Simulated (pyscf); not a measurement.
Optimised with ωB97X-D3(BJ)/def2-SVP in PySCF.

**Question.** Estimate the classical barrier height and the reaction energy of :HSi–O–PH₂ [singlet] + hydrogen (H₂) -> H₃Si–O–PH₂ at ωB97M-D3(BJ)/def2-TZVP. The step runs on the singlet surface, breaks H–H and forms H–Si, H–Si; take the separated reactants as zero.

**Answer.** ΔE‡ = 87.4 kJ/mol, ΔE = -200.8 kJ/mol. Zero-point energy shifts the barrier by +10.3 kJ/mol. It is an insertion, with an imaginary mode of 1332i cm⁻¹. :HSi–O–PH₂ [singlet] lies 68.2 kJ/mol over its isomer HO–SiH=PH (electronic energy, ωB97M-D3(BJ)/def2-TZVP). H₃Si–O–PH₂ lies 23.9 kJ/mol over its isomer HO–SiH₂–PH₂ (electronic energy, ωB97M-D3(BJ)/def2-TZVP). One saddle was located; it need not be the lowest between these sides.
